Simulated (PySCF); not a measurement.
Deprotonation sites of 3-butyn-2-one

Molecule: 3-butyn-2-one, `C#CC(C)=O` (C4H4O). Numbering: `[CH:1]#[C:2][C:3]([CH3:4])=[O:5]`

Computed at ωB97X-D3(BJ)/ma-def2-TZVP // PBE0-D3(BJ)/ma-def2-SVP with PySCF (density fitting, grid level 2). Zero-point and thermal terms (298.15 K, 1 bar) come from unscaled PBE0-D3(BJ)/ma-def2-SVP harmonic frequencies, with soft modes damped to free rotors in the entropy.

```csv
site,product,ΔH(acid) / kJ/mol,ΔG(acid) / kJ/mol,gas share,above best in acetone / kJ/mol
C1 (alkyne carbon),[C-]#CC(C)=O,1515,1483,84 %,0.0
C4 (carbon α to the carbonyl-type group),C#CC([CH2-])=O,1516,1487,16 %,2.8
```

ΔH and ΔG refer to AH → A⁻ + H⁺ in the gas phase. Shares are Boltzmann weights among the listed products; an error of 10 kJ/mol changes a ratio about 56-fold. Sites whose products fell apart, merged with another or lost in a GFN2-xTB screen aren't listed. Values in solvent are IEF-PCM free energies relative to the most favourable product.

C1 (alkyne carbon) comes out 4 kJ/mol ahead of C4 in free energy (5.3 kJ/mol in electronic energy). That lies inside the method's error, so the order is undecided and the shares mean little.

In acetone the product from C1 is solvated 226 kJ/mol more strongly than the parent (electrostatics only).

Measured values (NIST Chemistry WebBook, evaluated or the median of agreeing entries): deprotonation enthalpy (ΔH) 1506 kJ/mol (computed 1515, difference 9); gas-phase acidity (ΔG) 1474 kJ/mol (computed 1483, difference 9). These are compared with the most favourable site that keeps the skeleton.

Caveats: the order of C1 and C4 is undecided: the gaps lie inside the method's error (some 10 kJ/mol, one structure a species).

Hardware: 1 thread of Arm Neoverse V1, shared with other jobs. Command: `OMP_NUM_THREADS=1 python redox_run.py task.json out`. Structures, frequencies and single points: 6 min.
